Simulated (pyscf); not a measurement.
Optimised with ωB97X-D3(BJ)/def2-SVP in PySCF.

Problem. For `[CH2][Zr]([Cl])([Cl])[Cl]` [doublet] + `[H][H]` -> `[CH3][Zr]([Cl])([Cl])[Cl]` + `[H]` [doublet], a hydrogen abstraction (doublet surface; H–H broken, C–H formed), PBE/def2-TZVP gives ΔE‡ = 7.0 kcal/mol and ΔE = +3.4 kcal/mol (zero: the separated reactants). In which direction and how far do B3LYP-D3(BJ)/def2-TZVP, PBE0-D3(BJ)/def2-TZVP, ωB97M-D3(BJ)/def2-TZVP move these?

Solution. B3LYP-D3(BJ): ΔE‡ = 10.9 kcal/mol, ΔE = +7.4 kcal/mol; PBE0-D3(BJ): ΔE‡ = 9.0 kcal/mol, ΔE = +2.7 kcal/mol; ωB97M-D3(BJ): ΔE‡ = 13.2 kcal/mol, ΔE = +4.0 kcal/mol. PBE's barrier lies under all of them, by 1.9 to 6.1 kcal/mol. Its reaction energy lies among theirs. One saddle was located; it need not be the lowest between these sides. The angle at the transferred H is 169°. Open-shell species with a d-block atom are single-reference here; other states, and whether the spin sits on metal or ligand, were not checked. Elements past Kr carry the def2 core potentials, without spin-orbit coupling.
